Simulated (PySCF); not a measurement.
Bonds (- single, = double, # triple, : aromatic): Al1-Cl2 2.234 Å. Al1 carries H3, H4, H5. Formal charges: Al1 -1.

Total charge -1.

Geometry: PBE0-D3(BJ)/def2-SVP; GIAO shifts from PySCF 2.14, gas phase, non-relativistic, averaged over equivalent atoms.

At PBE/pcSseg-1 (pcSseg-2 on Al) (82 basis functions, 2.3 s wall time on 1 thread of an Arm Neoverse V2, shared host):
```tsv
atoms	δ (ppm)
Al1	128.6
Cl2	-118.2
H3/H4/H5	4.39
```

Chemical shifts δ = σref − σ; ²⁷Al (560.82 ppm) vs [Al(H2O)6]3+; ³⁵Cl (933.68 ppm) against HCl; TMS for ¹H (31.20 ppm), all at this level.

**Question.** Predict the values at B3LYP/pcSseg-1 (pcSseg-2 on Al) on the same geometry.

**Answer.** 
```tsv
atoms	δ at B3LYP/pcSseg-1 (pcSseg-2 on Al)	change
Al1	132.4	+3.8
Cl2	-124.1	-5.9
H3/H4/H5	4.11	-0.28
```

Scale: [Al(H2O)6]3+ for ²⁷Al (σref 571.15); ³⁵Cl (σref 930.46) against HCl; ¹H (σref 31.38) vs TMS (reference shieldings calculated alike).

The largest change is at Cl2 (chlorine bonded to Al). Cost: 82 basis functions, 1.5 s wall time on 1 thread of an Arm Neoverse V2, shared host.
